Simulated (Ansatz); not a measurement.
Zinc-blende HgSe was calculated with LDA in Ansatz (plane waves, PAW).

Run with plane-wave cutoff 520 eV, 20×20×20 k mesh, Fermi–Dirac smearing 0.05 eV, scalar-relativistic PAW data made under PBE.

Computed at the level's own relaxed cell.

### Question
Give the computed elastic constant C11, elastic constant C12, Voigt–Reuss–Hill shear modulus (Hill average), Voigt–Reuss–Hill bulk modulus and elastic constant C44.

### Answer

- elastic constant C11: 68.3 GPa
- elastic constant C12: 52.7 GPa
- Voigt–Reuss–Hill shear modulus (Hill average): 15.1 GPa
- Voigt–Reuss–Hill bulk modulus: 57.9 GPa
- elastic constant C44: 23.4 GPa

Measured, for comparison: elastic constant C11 69 GPa, elastic constant C12 51.0 GPa, elastic constant C44 23.1 GPa (0 K, extrapolated to 0 K; as tabulated in Elastic constants of mercury selenide). Computed (rounded) less measured: elastic constant C11 -1 %, elastic constant C12 +3 %, elastic constant C44 +1 %.

Note: the solid has no gap at this level, which affects its response.

Elastic constants are with the ions relaxed.

Spin–orbit coupling is not included; it can shift volumes and moduli of such heavy elements.

Computed values are for the static lattice.

Ansatz is a program for electronic structure.
